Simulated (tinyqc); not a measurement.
Worked calculation: extended Hueckel theory, for N2. One step of it, computed by the program tinyqc.

Question. Mulliken analysis. P = C n C^T; charge = valence electrons (N 5) minus the sum of (P S)_ii on the atom; overlap population = 2 sum P_ij S_ij between two atoms.

coefficients:
```
              MO1        MO2       MO3        MO4        MO5        MO6        MO7        MO8
1N 2s    0.597982   0.600393  0.000000   0.000000  -0.210574   0.000000   0.000000   0.868890
1N 2px   0.000000   0.000000  0.642492  -0.070094   0.000000   0.716920   0.329688   0.000000
1N 2py   0.000000   0.000000  0.070094   0.642492   0.000000  -0.329688   0.716920   0.000000
1N 2pz   0.037184  -0.378910  0.000000   0.000000   0.636923   0.000000   0.000000   0.971390
2N 2s    0.597982  -0.600393  0.000000   0.000000  -0.210574   0.000000   0.000000  -0.868890
2N 2px   0.000000   0.000000  0.642492  -0.070094   0.000000  -0.716920  -0.329688   0.000000
2N 2py   0.000000   0.000000  0.070094   0.642492   0.000000   0.329688  -0.716920   0.000000
2N 2pz  -0.037184  -0.378910  0.000000   0.000000  -0.636923   0.000000   0.000000   0.971390
```

occupations: 2.000000  2.000000  2.000000  2.000000  2.000000  0.000000  0.000000  0.000000

overlap S, lower triangle:
```
            1N 2s    1N 2px    1N 2py     1N 2pz     2N 2s    2N 2px    2N 2py    2N 2pz
1N 2s    1.000000
1N 2px   0.000000  1.000000
1N 2py   0.000000  0.000000  1.000000
1N 2pz   0.000000  0.000000  0.000000   1.000000
2N 2s    0.347090  0.000000  0.000000   0.370266  1.000000
2N 2px   0.000000  0.197004  0.000000   0.000000  0.000000  1.000000
2N 2py   0.000000  0.000000  0.197004   0.000000  0.000000  0.000000  1.000000
2N 2pz  -0.370266  0.000000  0.000000  -0.330112  0.000000  0.000000  0.000000  1.000000
```

Give: charges; Overlap populations.

Answer.

charges: 1N 0.0000, 2N 0.0000

Overlap populations:
```
pair     value
2-1   1.406239
```
